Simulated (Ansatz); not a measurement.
Ansatz (a program for electronic structure) input (revPBE/def2-TZVPD):

Ansatz 0.2 input:
```yaml
crystal:
  periodic: [false, false, false]
  atoms:
    - {symbol: C, position_ang: [-0.62771000, 0.13746760, -0.11720572]}
    - {symbol: C, position_ang: [0.57033210, -0.02366363, 0.31751486]}
    - {symbol: H, position_ang: [-1.11372761, -0.16846940, -1.06751401]}
    - {symbol: H, position_ang: [1.45799498, -0.51435441, -0.13434084]}
basis:
  gaussian:
    orbitals: def2-TZVPD
hamiltonian:
  xc: {name: revPBE}
total_charge: -1
magnetization: {spin_polarized: true, initial_magnetization: 1}
output: {forces: true}
```

Output:

```
Functional definition: revPBE
integrals: 0.01 GiB planned
450 factors; their error is unknown
mean field: 0.21 GiB planned
mean field evaluation 1: about -2101.3202 eV, gradient 1.7e1 eV
mean field evaluation 2: about -2091.3605 eV, gradient 3.9e1 eV
mean field evaluation 4: about -2103.0419 eV, gradient 1.3e0 eV
mean field evaluation 8: about -2103.0386 eV, gradient 3.1e-2 eV
mean field evaluation 16: about -2100.7649 eV, gradient 9.3e0 eV
mean field evaluation 32: about -2102.5330 eV, gradient 2.0e0 eV
mean field -2103.03863423 eV, -77.2852443170 hartree, gradient 3.6e-5 eV, S^2 0.754356; 4 other end points of the search recorded, 0 dependent functions left out
the calculation of the forces begins
reference -2103.03868105 eV, -77.2852460376 hartree; 8, 7 occupied and 84, 85 virtual orbitals, 450 factors
Total energy: -2103.03868105 eV, -77.2852460376 hartree
Atom 0 at    -0.627710     0.137468    -0.117206 Å, force    -0.539269     0.166212    -0.000406 eV/Å
Atom 1 at     0.570332    -0.023664     0.317515 Å, force     0.437932     0.034783     0.354181 eV/Å
Atom 2 at    -1.113728    -0.168469    -1.067514 Å, force    -0.172422    -0.070492    -0.257838 eV/Å
Atom 3 at     1.457995    -0.514354    -0.134341 Å, force     0.273759    -0.130502    -0.095937 eV/Å
Dipole moment:     0.095782    -0.189976    -0.334381 e Å
```
